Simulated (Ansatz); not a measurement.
Si₂ (triplet). Total charge 0; spin multiplicity 3. The structure was optimised at the PBE0-D4/def2-TZVP level.

```xyz
2

Si   -0.300   -0.702   -0.830
Si    0.300    0.702    0.830
```

(1) What is the dipole moment at ωB97M-V/def2-TZVPP? (An estimate is asked.)

(2) Give the Mulliken charges with ωB97M-V, r2SCAN, B3LYP in def2-TZVPP. (Estimate.)

Answers

(1) Computed: 0.00 D, zero by symmetry or nearly so.

(2) The calculation gave: 
```csv
atom,ωB97M-V,r2SCAN,B3LYP
Si1,0.00,0.00,0.00
Si2,0.00,0.00,0.00
```

B3LYP here is the variant with VWN-RPA as its local correlation; programs differ in this.
